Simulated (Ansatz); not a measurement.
# CH₄AlN: a ladder of functionals and wavefunction methods

The task here is to estimate one member of a computed series from the others.

Computed with Ansatz 0.2.0, Gaussian basis. Level: functionals in def2-TZVPP, the program's frozen cores in correlated methods.

Plan: LDA (SPW92), PBE-D4, revPBE-D4, BLYP-D4, r2SCAN-D4, B97M-V, PBE0-D4, B3LYP-D4, r2SCANh-D4, r2SCAN0-D4, HSE06-D4, BHLYP-D4, CAM-B3LYP-D4, LC-ωPBE, ωB97X-V, ωB97M-V, B2PLYP, PBE-QIDH; CCSD(T)/def2-SVP; CCSD(T)/def2-TZVPP; MP2/def2-QZVPP; extrapolation to the limit; RPA on PBE.

## The geometry

The geometry comes from an earlier relaxation with PBE0-D4 in a triple-zeta def2 set; it is a stationary point, not always the lowest conformer.

7 atoms, charge 0, spin multiplicity 1.

Atoms are counted from 1 here; the program's logs count them from 0.

Bond lengths: N1–C2 1.277 Å, N1–H4 1.025 Å, C2–Al3 1.979 Å, C2–H5 1.104 Å, Al3–H6 1.580 Å, Al3–H7 1.590 Å. Angles: C2–N1–H4 112.2°, N1–C2–Al3 115.2°, N1–C2–H5 120.5°, Al3–C2–H5 124.3°, C2–Al3–H6 118.7°, C2–Al3–H7 119.4°, H6–Al3–H7 121.9°.

As a file:

```
N    -1.4023   -0.6632    0.0339
C    -0.3812   -0.1858   -0.5661
Al    1.0593    0.4766    0.6184
H    -2.1158   -0.9966   -0.6226
H    -0.3385   -0.1646   -1.6687
H     0.8432    0.4166    2.1828
H     2.3965    1.0492   -0.0232
```

Set-up of the first run:

in.yaml

```yaml
crystal:
  periodic: [false, false, false]
  atoms:
    - {symbol: N, position_ang: [-1.402284, -0.663234, 0.033868]}
    - {symbol: C, position_ang: [-0.381156, -0.185792, -0.566146]}
    - {symbol: Al, position_ang: [1.059337, 0.476595, 0.618354]}
    - {symbol: H, position_ang: [-2.115828, -0.996643, -0.622591]}
    - {symbol: H, position_ang: [-0.338488, -0.164643, -1.668707]}
    - {symbol: H, position_ang: [0.843168, 0.416611, 2.182756]}
    - {symbol: H, position_ang: [2.396452, 1.049206, -0.023235]}
basis:
  gaussian: {orbitals: def2-TZVPP}
hamiltonian: {xc: lda}
output: {orbitals: {seedname: orbitals}}
```

The run is started by

```sh
ansatz run in.yaml --threads 2 --pin off --events-out ev --progress --plain --max-ram 4352MiB
```

Steps of the session up to this table: LDA; PBE-D4 (GGA); revPBE-D4 (GGA); BLYP-D4 (GGA); r2SCAN-D4 (meta-GGA); B97M-V (meta-GGA); PBE0-D4 (hybrid); B3LYP-D4 (hybrid); r2SCANh-D4 (hybrid); r2SCAN0-D4 (hybrid); HSE06-D4 (hybrid); BHLYP-D4 (hybrid); CAM-B3LYP-D4 (range-separated); LC-ωPBE (range-separated); ωB97X-V (range-separated); ωB97M-V (range-separated); B2PLYP (double hybrid); PBE-QIDH (double hybrid).

One table of the session follows, with a row left open; its other results are not shown here.

It belongs to the step «Frontier levels by functional». 

```
  functional  HOMO (eV)  LUMO (eV)  gap (eV)
 LDA (SPW92)      -5.66      -3.16      2.50
      PBE-D4          ?          ?         ?
   revPBE-D4      -5.57      -2.82      2.76
     BLYP-D4      -5.53      -2.80      2.73
   r2SCAN-D4      -5.87      -2.69      3.18
      B97M-V      -6.08      -2.79      3.29
     PBE0-D4      -6.99      -2.03      4.96
    B3LYP-D4      -6.79      -2.26      4.53
  r2SCANh-D4      -6.39      -2.36      4.03
  r2SCAN0-D4      -7.17      -1.89      5.27
    HSE06-D4      -6.59      -2.40      4.18
    BHLYP-D4      -8.33      -1.16      7.16
CAM-B3LYP-D4      -8.39      -1.04      7.36
     LC-ωPBE      -9.71       0.10      9.80
     ωB97X-V      -9.40      -0.01      9.39
     ωB97M-V      -9.28      -0.24      9.04
```

Estimate the missing values for PBE-D4.

The run gave: HOMO (eV): -5.61; LUMO (eV): -2.92; gap (eV): 2.69. In the column «HOMO (eV)» it lies between LDA (SPW92) (-5.66) and revPBE-D4 (-5.57).
